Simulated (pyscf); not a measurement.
This saddle point was located with ωB97X-D3(BJ)/def2-SVP in PySCF.

```xyz
7

Si    -1.0435    -0.1119     0.2664
H     -1.3740    -0.0920     1.7357
H     -0.3353    -1.3995     0.0289
H     -2.3175     0.0106    -0.4819
O      0.0459     0.8788    -1.2973
H     -0.1110     1.2079     0.0400
H      0.9478     0.5201    -1.2103
```
Charge 0, spin multiplicity 2.

Surface: doublet, charge 0. Lowest wavenumbers (cm⁻¹): 924i, 152, 326, 500, 604.

Question: What reaction is this the transition state of?

Answer: SiH₃• + H₂O ⇌ HO–SiH₃ + H•, a substitution at O read from left to right: H–O broken and O–Si formed. At CCSD(T)/def2-TZVPP + ΔMP2(QZVPP) it lies +117.2 kJ/mol from the left side and +123.6 kJ/mol from the right (each side as separated species at their lowest minima found). At the saddle there is also a short H–Si contact that neither side keeps. One saddle was located; it need not be the lowest between these sides. The angle at the attacked O is 49° (front-side attack). The CCSD(T) − MP2 part came from Ansatz, without density fitting, on the same reference.
